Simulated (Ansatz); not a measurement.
# CHSi2: the cost of one run

Computed with Ansatz 0.2.0, Gaussian basis. Level: cc-pVTZ, core rule «outside noble gas», up to 11 orbitals frozen.

Plan: UHF; CCSD(T) on RHF; CCSD(T) on UHF; BCCD(T) on RHF; CCSDT(Q) on RHF; CCSDT(Q) on UHF.

5 further runs of the same task are left out: 5 set aside as unsound or not needed.

## (1) The system

The geometry is a PBE0/def2-TZVP stationary point (not a proven minimum) of the parent state, kept for this charge and spin.

4 atoms, charge 1, spin multiplicity 1.

Atoms are counted from 1 here; the program's logs count them from 0.

Bond lengths: C1–Si2 1.725 Å, C1–Si3 1.746 Å, Si2–Si3 2.432 Å, Si2–H4 1.504 Å. Angles: Si2–C1–Si3 89.0°, C1–Si2–Si3 45.9°, C1–Si2–H4 124.2°, Si3–Si2–H4 170.0°, C1–Si3–Si2 45.2°.

## (2) UHF

in.yaml reads:

```yaml
crystal:
  periodic: [false, false, false]
  atoms:
    - {symbol: C, position_ang: [0.000000, -1.019685, -0.022090]}
    - {symbol: Si, position_ang: [0.000000, 0.224506, 1.173019]}
    - {symbol: Si, position_ang: [0.000000, 0.212592, -1.258864]}
    - {symbol: H, position_ang: [0.000000, -0.028750, 2.655246]}
basis:
  gaussian: {orbitals: cc-pVTZ}
total_charge: 1
magnetization: {spin_polarized: true, initial_magnetization: 0}
hamiltonian: {xc: hf}
output: {orbitals: {seedname: orbitals}}
```

The run is started by

```
ansatz run in.yaml --threads 1 --pin off --events-out ev --progress --plain --max-ram 4096MiB --backend cpu
```

What time and memory should one allow on 1 thread of AMD EPYC 7R13, shared host?

About 14 s, with a peak of 0.32 GiB.
